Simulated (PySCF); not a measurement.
Compound: C4H9P.
Structure used (PBE0-D3(BJ)/def2-SVP), in Å, numbered top down from 1:
```xyz
14
C4H9P angstrom
C      2.117   -0.564   -0.076
C      0.994   -0.934    0.549
P     -0.438    0.106    0.971
C     -0.210    1.537   -0.170
C     -1.761   -0.828    0.072
H      2.949   -1.262   -0.207
H      2.261    0.444   -0.474
H      0.924   -1.959    0.938
H      0.620    2.168    0.183
H     -1.123    2.151   -0.148
H     -0.010    1.225   -1.208
H     -1.530   -0.967   -0.996
H     -1.890   -1.816    0.539
H     -2.714   -0.287    0.170
```

The closed-shell ground state was solved at several levels (PySCF, density fitting, gas phase, non-relativistic).

```
         level  basis functions  HOMO (eV)  LUMO (eV)  gap (eV)  dipole (D)
PBE0/def2-SVPD              176      -6.30      -0.18      6.12        1.23
 PBE0/pcSseg-1              137      -6.32      -0.09      6.23        1.23
```

(1) Estimate the row for B3LYP/pcSseg-2, a basis of 313 functions; the other rows only guide the guess.

(2) Over all these levels, which gives the widest orbital gap and which the narrowest?

(3) How far do the dipole and the HOMO energy spread over the levels?

## Answers

(1) HOMO -6.15 eV, LUMO -0.48 eV, gap 5.67 eV, dipole 1.15 D.

(2) PBE0/pcSseg-1 (global hybrid, 25 % exact exchange) has the widest, 6.23 eV, and B3LYP/pcSseg-2 (global hybrid, 20 % exact exchange) the narrowest, 5.67 eV. Functional and basis both differ between the two, so the spread mixes both effects.

(3) The dipole runs from 1.15 to 1.23 D (mean 1.20 D) and the HOMO from -6.32 to -6.15 eV.

One conformer stands for the species.
